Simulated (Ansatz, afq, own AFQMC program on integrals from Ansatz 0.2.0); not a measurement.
## The Si2–Cl1 bond of SiBrCl, singlet, worked out

```yaml
atoms:
  - { symbol: Cl, position_ang: [0.7220, 1.4325, 0.5421] }
  - { symbol: Si, position_ang: [-0.7702, 0.2997, -0.3858] }
  - { symbol: Br, position_ang: [0.0373, -1.7970, -0.1696] }
```

The molecule and both fragments are relaxed with PBE0/def2-SVP; the fragments keep their bonds.

Basis def2-TZVP. Only valence electrons are correlated. Integrals, coupled cluster, full CI and functionals: Ansatz 0.2.0; the random walks run on the same integrals in our own AFQMC program. ph-AFQMC/CISD is guided by a CISD state made of CCSD amplitudes; releasing the constraint for a short imaginary time cuts its bias at the price of noise, slowly where states lie close. Uncertainties: one standard error, sampling alone. No spin–orbit coupling.

Total energies in eV. CBS is CCSD(T) at the limit of def2-TZVPP/QZVPP (extrapolated itself); the highest rung of each member is named.

Cautions: inner d shell frozen; no relativity below Rb; no spin-orbit coupling; SiBrCl (singlet): restricted determinant unstable towards unrestricted (UHF 6 meV lower, ⟨S²⟩ 0.10); SiBr (doublet): the released energies have errors that jump between times, so the bars are unsure, so no released level is given (meV from the phaseless value at times in 1/Eh: 0 ± 3 at 0.24, -5020 ± 5019 at 0.51, -9 ± 3 at 0.99, -23 ± 10 at 1.62, -7 ± 5 at 2.40), though the last usable value meets CCSDT(Q) within the noise, its ph-AFQMC/CISD value lies 16 ± 4 meV above CCSDT(Q).

```
         member  count  CCSD(T)/def2-TZVP  highest rung in def2-TZVP     which  CCSD(T)/CBS
  SiBr, doublet     +1        -77868.5641                -77868.6134  CCSDT(Q)  -77871.5003
   Cl (doublet)     +1        -12508.0402                -12508.0635    CCSDTQ  -12509.3582
SiBrCl, singlet     -1        -90380.8976                -90380.9672  CCSDT(Q)  -90385.3902
```

**Question.** Work out the best estimate of the bond energy: the CCSD(T)/CBS difference plus the step from CCSD(T) to the highest rung.

**Answer.** Sums with the counts: CCSD(T)/CBS 4.5317 eV, highest rung 4.2903 eV, CCSD(T)/def2-TZVP 4.2933 eV. The step is 4.2903 − 4.2933 = -0.0030 eV, so the best estimate is 4.5317 + (-0.0030) = 4.5287 eV. The basis set is worth 0.238 eV of it. Zero-point, core-correlation and spin–orbit terms aren't in it. Past Ne the Hartree–Fock part of each CBS total tends to overshoot, since the cores don't follow the formula; that largely cancels in the difference.

Best estimates are given only where the step beyond CCSD(T) is under 0.3 eV and no member's determinant is very poor (T1 over 0.05, or 0.07 for open shells, ⟨S²⟩ too high by 0.3, two states mixed), so the hardest cases are missing from such tables.

CCSDT and higher add their correlation energy to the determinant of the CCSD(T) run, since their own runs factorise the integrals more tightly (a shift of under 2 meV). Each member of a difference takes its own highest rung, so a best estimate needn't equal the limit plus the step of one row.
